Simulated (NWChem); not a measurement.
CHO, doublet; SMILES [CH]=O

Computed with NWChem. Spin-unrestricted. In the optimisation the excess spin sits in a' (Cs, its own frame). Structure relaxed at the PBE-D3(BJ)/def2-SVP, spin-unrestricted level. No stability test was run on the SCF state. Level BLYP/def2-SVPD: energy and gradient; each run changes one setting, and changes count from the defaults (medium grid, exact Coulomb integrals, symmetry on).

**Question.** Which setting moves the energy most, and by about how much (extra-fine grid; symmetry off; defaults; Coulomb fitting, Weigend set; Coulomb fitting, Ahlrichs set)?

**Answer.** Coulomb fitting, Ahlrichs set, by about 300 μHa.
```csv
setting,size of the energy change (μHa),largest change of a gradient component (μHa/bohr)
defaults,< 10,< 30
symmetry off,< 10,other frame
"Coulomb fitting, Weigend set",90,50
"Coulomb fitting, Ahlrichs set",300,40
extra-fine grid,< 10,< 30
```
